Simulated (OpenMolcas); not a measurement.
# PN (phosphorus nitride): HF/cc-pV5Z (RICD fitting, fitting threshold 0.0001)

Aim: the energy change on altering one bond length of PN (phosphorus nitride) at HF/cc-pV5Z (RICD fitting, fitting threshold 0.0001), from 2 runs. 

The results are computed with OpenMolcas 26.06.

**1. Starting point**

PN: 2 atoms, total charge 0, spin state singlet. As SMILES, `N#P`. Geometry: the measured bond length.

Bond lengths: N1–P2 1.491 Å.

**2. A single-point energy at HF/cc-pV5Z (RICD fitting, fitting threshold 0.0001)**

The input, geom.xyz:

```xyz
2

N      0.000000     0.000000     0.000000
P      0.000000     0.000000     1.490866
```

The input, job.input:

```
&GATEWAY
  BasLib = $CurrDir
  Coord = geom.xyz
  Basis = cc-pV5Z
  Group = NoSym
  RICD
  aCD
  CDThreshold = 0.0001

&SEWARD

&SCF
  PrOrbitals = 0
```

The basis set cc-pV5Z is read from a file made from the Basis Set Exchange's data (not shown).

The run is started by

```console
export MOLCAS_MEM=1860
pymolcas job.input > job.log
```

The log of the run:

```text
--- Start Module: gateway ---
[...]
--- Stop Module: gateway /rc=_RC_ALL_IS_WELL_ ---
[...]
--- Start Module: seward ---
[...]
      Basis functions          186
[...]
--- Stop Module: seward /rc=_RC_ALL_IS_WELL_ ---
[...]
--- Start Module: scf ---
[...]
       Convergence after  12 Iterations
[...]
::    Total SCF energy                               -395.1875345303
[...]
      Total spin, S                                     0.0000000000
[...]
      Total electronic charge=   22.000000
      Total            charge=   -0.000000
[...]
      Dipole Moment (debye):
      Origin of the operator (angstrom)=    0.0000    0.0000    1.0267
                   X=  1.5003E-13               Y= -7.3767E-13               Z=  3.2670E+00           Total=  3.2670E+00
      Quadrupole Moment (debye*angstrom):
[...]
--- Stop Module: scf /rc=_RC_ALL_IS_WELL_ ---
[...]
```

It took 34 s on 1 thread of Arm Neoverse V1, shared host; peak memory 0.35 GiB.

**3. The distorted shape at the same level**

The input, geom.xyz:

```xyz
2

N      0.000000     0.000000    -0.745434
P      0.000000     0.000000     1.490866
```

job.input, as its differences from that of step 2:

```diff
@@ -1 +1,4 @@
+* NP Hartree-Fock
+>>> EXPORT MOLCAS_PRINT=2
+
 &GATEWAY
```

The basis set cc-pV5Z is read from a file made from the Basis Set Exchange's data (not shown).

The run is started by

```console
export MOLCAS_MEM=1860
pymolcas job.input > job.log
```

The log of the run:

```text
--- Start Module: gateway ---
[...]
--- Stop Module: gateway /rc=_RC_ALL_IS_WELL_ ---
[...]
--- Start Module: seward ---
[...]
      Basis functions          186
[...]
--- Stop Module: seward /rc=_RC_ALL_IS_WELL_ ---
[...]
--- Start Module: scf ---
[...]
       Convergence after  20 Iterations
[...]
::    Total SCF energy                               -394.8694021691
[...]
      Total spin, S                                     0.0000000000
[...]
      Total electronic charge=   22.000000
      Total            charge=   -0.000000
[...]
      Dipole Moment (debye):
      Origin of the operator (angstrom)=    0.0000    0.0000    0.7946
                   X=  1.7762E-13               Y=  3.3263E-14               Z=  2.9084E+00           Total=  2.9084E+00
      Quadrupole Moment (debye*angstrom):
[...]
--- Stop Module: scf /rc=_RC_ALL_IS_WELL_ ---
[...]
```

It took 42 s on 1 thread of Arm Neoverse V1, shared host; peak memory 0.35 GiB.

**4. What came out**

Level: HF/cc-pV5Z (RICD fitting, fitting threshold 0.0001).

```
                                                         quantity          value
                                        first shape: total energy  -395.18753 Eh
                                       first shape: dipole moment         3.27 D
                                         first shape: HOMO energy      -12.06 eV
                                         first shape: LUMO energy        1.03 eV
                                       first shape: HOMO–LUMO gap       13.09 eV
                                    distorted shape: total energy  -394.86940 Eh
                                   distorted shape: dipole moment         2.91 D
                                     distorted shape: HOMO energy       -9.39 eV
                                     distorted shape: LUMO energy       -1.65 eV
                                   distorted shape: HOMO–LUMO gap        7.75 eV
energy change with the N1–P2 bond stretched from 1.491 to 2.236 Å       8.657 eV
```

In words: With the N1–P2 bond stretched from 1.491 to 2.236 Å the energy rises by 8.66 eV (835 kJ/mol). The first shape isn't relaxed at this level, so the change isn't measured from a minimum. A restricted reference can't describe the breaking bond well at this length.
